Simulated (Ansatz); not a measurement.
Energy needed to pull apart CHNS (SMILES N#CS), singlet, into free ground-state atoms, from the structure below (displaced at random from a GFN2-xTB minimum); no zero-point or spin–orbit terms; open-shell atoms are treated unrestricted, in their ground-state multiplicity.

| atom | x (Å) | y (Å) | z (Å) |
| --- | --- | --- | --- |
| N1 | 0.9618 | -0.2186 | 1.4135 |
| C2 | 0.3576 | -0.2970 | 0.4870 |
| S3 | -0.5129 | -0.4257 | -0.9881 |
| H4 | -0.8121 | 0.8996 | -0.9257 |

Ansatz 0.2.0; basis: def2-TZVPP; cores frozen in the correlated methods.

| method | atomization energy (kcal/mol) |
| --- | --- |
| PBE-D4 | ? |
| r2SCAN-D4 | ? |
| PBE0-D4 | 370.5 |
| r2SCANh-D4 | 361.1 |
| HSE06-D4 | 370.9 |
| wB97M-V | 372.1 |
| HF | 224.3 |
| MP2 | 366.4 |
| CCSD | 340.8 |
| CCSD(T) | 351.7 |

Question: What does PBE-D4 give? (An estimate is asked for; the value comes from the calculation.)

Answer: By the calculation: 388.4 kcal/mol, which is about 36.6 kcal/mol more than CCSD(T)/def2-TZVPP.

Question: What does r2SCAN-D4 give? (Judge from chemistry; the value comes from the calculation.)

Answer: By the calculation: 366.6 kcal/mol, which is about 14.9 kcal/mol more than CCSD(T)/def2-TZVPP.

In triple zeta the MP2 and coupled-cluster atomization energies are still short of their basis limit by a few kcal/mol a bond, whereas those of the functionals are nearly converged, so these differences are not deviations from converged CCSD(T).

T1 diagnostic: at most 0.014.

For scale, one of the runs: CCSD(T)/def2-TZVPP forces, 118 basis functions (an equivalent command: `ansatz run in.yaml --threads 4`). The run took 12 s on 4 CPU threads (shared host), with 0.79 GiB of host memory at its peak.
